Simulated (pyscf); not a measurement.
A first-order saddle from PySCF, ωB97X-D3(BJ)/def2-SVP:

```
Si
H 1 1.4988
H 1 1.4988 2 117.57
H 1 1.5000 2 119.36 3 158.30
H 1 1.6863 2 84.32 3 80.54
C 1 1.9984 2 97.00 5 177.82
F 6 1.3548 1 109.33 2 -61.22
F 6 1.3548 7 108.57 1 119.14
H 6 1.1063 7 108.78 8 118.24
```
Charge 0, spin multiplicity 2.

Surface: doublet, charge 0. Lowest wavenumbers (cm⁻¹): 628i, 160, 194, 214, 262.

Problem. Name the species on either side of this saddle.

Solution. F–CH•–F + silane (SiH₄) <-> F–CH(F)–SiH₃ + H atom (H•), a substitution at Si read from left to right: H–Si broken and C–Si formed. At ωB97M-D3(BJ)/def2-TZVP it lies +20.1 kcal/mol from the left side and +6.3 kcal/mol from the right (each side as separated species at their lowest minima found). The same reactants have a lower exit, to F–CH₂–F + SiH₃• (barrier +9.1 kcal/mol at ωB97M-D3(BJ)/def2-TZVP, against +20.1 kcal/mol here). This is the saddle that the search found; another between the same sides may lie lower. The angle at the attacked Si is 177°.
